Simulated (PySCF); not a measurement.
C₅H₈O.
Atom-mapped SMILES: `[CH3:1]/[CH:2]=[CH:3]/[C:4]([CH3:5])=[O:6]` (hydrogens: H7, H8, H9 on C1; H10 on C2; H11 on C3; H12, H13, H14 on C5)

All values: wB97X-D/pcSseg-2 (PySCF, non-relativistic), on one gas-phase PBE0-D3(BJ)/def2-TZVP geometry that isn't relaxed in the solvent. The solvent is an IEF-PCM continuum (Bondi radii, 1.10 Å for H, scaled by 1.2). Specific hydrogen bonds and non-electrostatic terms are outside this model.

Gas phase at wB97X-D/pcSseg-2: HOMO -9.08 eV, LUMO 0.41 eV, dipole 3.14 D.

Question: What does the continuum do to the energy, the frontier levels and the dipole at wB97X-D/pcSseg-2 in chloroform?

Answer: 
```tsv
solvent	ε	E(solvent) − E(gas) (kJ/mol)	polarisation term (kJ/mol)	distortion of the solute (kJ/mol)	HOMO (eV)	LUMO (eV)	dipole (D)
chloroform	4.711	-18.01	-20.85	2.84	-9.25	0.40	3.90
```

The polarisation term is half the interaction of the solute with the surface charges that it induces; the rest is the cost of distorting the solute's density. The sum is the electrostatic part of solvation alone.

Question: Which radius a makes the point-dipole formula ΔE = −[(ε − 1)/(2ε + 1)]·μ²/a³ give the value in chloroform, with the gas-phase dipole?

Answer: μ = 1.235 au and |ΔE| = 0.00686 Eh give a = 2.27 Å; the farthest nucleus lies 3.41 Å from the centroid of the nuclei, so such a sphere wouldn't even hold the nuclei. The formula assumes a rigid point dipole at the centre of a sphere.

Hardware: one thread, Arm Neoverse V1 (aarch64), shared host. Cost: 57 s wall, 1.6 GiB resident at most. This is the whole shielding run at wB97X-D/pcSseg-2 in chloroform, SCF included.

Conformer computed: `[CH3:1]/[CH:2]=[CH:3]/[C:4]([CH3:5])=[O:6]`: C2–C3–C4–C5 -179°.

Note: wB97X-D ran without an empirical dispersion term, which enters the total energy and its gradient alone.
